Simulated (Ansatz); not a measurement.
C₅H₅F (`C=C(F)C#CC`). Charge 0, multiplicity 1.

Cartesian coordinates in Å:
```
C 0.074 1.058 -2.325
C -0.175 -0.048 -1.637
F -0.560 -1.164 -2.282
C -0.083 -0.209 -0.232
C -0.009 -0.360 0.960
C 0.082 -0.539 2.392
H -0.028 1.072 -3.401
H 0.383 1.954 -1.806
H -0.583 0.154 2.915
H -0.202 -1.557 2.671
H 1.101 -0.362 2.745
```

(1) Give the diagnostics of a CCSD(T)/def2-TZVPP run (frozen core, Ansatz 0.2.0). (Estimate.)

Answers

(1) Ansatz gave: T1 = 0.0121, largest single amplitude 0.021, largest double 0.085, (T) share of the correlation energy 4.3 %, 9 CCSD cycles. The RHF solution is unstable towards an unrestricted one. T1 lies under the customary mark of 0.02 for closed shells.
